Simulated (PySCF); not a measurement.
Rigid-rotor lines calculated for a species of formula C3H2S (commonest isotopes; CAM-B3LYP/def2-SVPD in PySCF (dipole) on a GFN2-xTB geometry, gas phase), labelled J(Ka,Kc):

```
     transition      MHz
2(0,2) ← 1(0,1)  12390.1
2(1,2) ← 1(1,1)  12147.4
1(0,1) ← 0(0,0)   6195.7
2(1,1) ← 1(1,0)  12635.3
1(1,1) ← 0(0,0)  42255.3
```

(1) Find the rotational constants.

(2) What moments of inertia, asymmetry and inertial defect follow?

(3) Which dipole components do these lines need?

(4) Predict further lines from these constants: 3(1,2) ← 3(1,3); 3(2,1) ← 2(2,0); 2(2,1) ← 2(1,2); 3(2,1) ← 3(1,2); 3(2,2) ← 2(2,1); 3(1,3) ← 2(0,2); 3(1,2) ← 2(1,1); 2(2,0) ← 2(1,1); 3(3,1) ← 3(2,2).

(5) Which structure gave them?

Results:

(1) 1(0,1) ← 0(0,0) is B + C, 2(1,1) ← 1(1,0) is 3B + C and 2(1,2) ← 1(1,1) is B + 3C, so B − C is half the difference of the last two, 243.9 MHz. 1(1,1) ← 0(0,0) is A + C. A = 39279.5, B = 3219.8, C = 2975.9 MHz.

(2) I = 505379 MHz·u·Å² over each constant: Ia = 12.87, Ib = 156.96, Ic = 169.83 u·Å²; κ = (2B − A − C)/(A − C) = -0.987 (near-prolate asymmetric top); Δ = Ic − Ia − Ib = 0.00 u·Å².

(3) μa and μb (a-type: ΔKa even, ΔKc odd; b-type: both odd). The calculation gives |μa| = 2.13 D, |μb| = 0.73 D, |μc| = 0.00 D.

(4) 
```
     transition     MHz  type  branch
3(1,2) ← 3(1,3)    1464     a       Q
3(2,2) ← 2(2,1)   18587     a       R
3(2,1) ← 2(2,0)   18592     a       R
3(1,2) ← 2(1,1)   18952     a       R
3(1,3) ← 2(0,2)   54037     b       R
3(2,1) ← 3(1,2)  107820     b       Q
2(2,0) ← 2(1,1)  108180     b       Q
2(2,1) ← 2(1,2)  108911     b       Q
3(3,1) ← 3(2,2)  180909     b       Q
```

(5) `C#CC=S` (thiopropynal), point group Cs. Three constants can't fix a structure by themselves; this is the one that was computed:
```
atom  x, y, z in Å
C1     1.542   -0.200   -0.060
C2     0.360    0.032   -0.007
C3    -1.016    0.241    0.049
S4    -2.111   -0.956   -0.088
H5     2.575   -0.382   -0.105
H6    -1.347    1.267    0.190
```

Not checked by GFN2-xTB frequencies. No vibrational averaging or centrifugal distortion is included, and the geometry carries the error of its method.

Time: 5.6 s. Hardware: Arm Neoverse V1, one thread, shared host. This is the CAM-B3LYP/def2-SVPD job that gave the dipole, with the excitations it also computed.
